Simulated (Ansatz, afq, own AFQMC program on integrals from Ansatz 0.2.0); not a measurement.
## Where AFQMC and coupled cluster stand for GeH$_{2}$, singlet

```tsv
atom	x (Å)	y (Å)	z (Å)
Ge	0.0000	-0.0365	-0.0063
H	0.0000	1.0843	-1.1398
H	0.0000	1.5476	1.5957
```

Basis cc-pVDZ. Only valence electrons are correlated. AFQMC by an in-house program on the Cholesky factors that Ansatz 0.2.0 writes for its CCSD(T) run. The CISD trial takes its coefficients from CCSD amplitudes. Released means that phaseless walkers are propagated on without the constraint, phases kept. ± is one standard error of the sampling. No spin–orbit coupling.

Determinant: RHF, the one that the program's search chose, which needn't be the lowest solution. The geometry is a point of a scan.

Full CI on the same integrals is exact in this basis and with this determinant's frozen core.

Cautions: no relativity below Rb; no spin-orbit coupling; inner d shell frozen; higher spins were not checked; restricted determinant unstable towards unrestricted (UHF 58 meV lower, ⟨S²⟩ 0.30); strong correlation (T1 0.024, weight of the determinant 0.88, largest double 0.18).

```
T1 diagnostic                               : 0.0245
weight of the determinant in the CISD state : 0.883
size of the correlated space                : 6 electrons in 23 orbitals
```

| level | correlation energy (eV) |
| --- | --- |
| MP2 | -2.3552 |
| CCSD | -3.2239 |
| CCSD(T) | -3.3049 |

Q: Estimate where full CI lies against CCSD(T) on the same integrals.

A: 2.3 kJ/mol below CCSD(T).

Reference: full CI, correlation energy -3.329 eV. The released energy is read at 2.40 1/Eh (meV from the phaseless value at times in 1/Eh: -4.1 ± 2.4 at 0.24, -6.9 ± 1.9 at 0.51, -7.6 ± 2.0 at 0.99, -9.1 ± 1.7 at 1.62, -10.0 ± 1.7 at 2.40).

```csv
level,E − E(reference) (kJ/mol),share of correlation (%)
CCSD(T),2.3,99.28
CCSDT,0.3,99.90
CCSDT(Q),0.0,99.99
CCSDTQ,0.0,100.00
ph-AFQMC/CISD,1.4 ± 0.3,99.56
released AFQMC,0.5 ± 0.2,99.86
```

CCSDT and higher add their correlation energy to the determinant of the CCSD(T) run, since their own runs factorise the integrals more tightly (a shift of under 2 meV). A walk keeps the symmetry of its determinant, which the program's search chose and which needn't be the lowest solution, so a lower state of the same spin and another symmetry isn't excluded. Released energies are given only where the last usable release times agree within the noise; a slower fall can still hide under it.
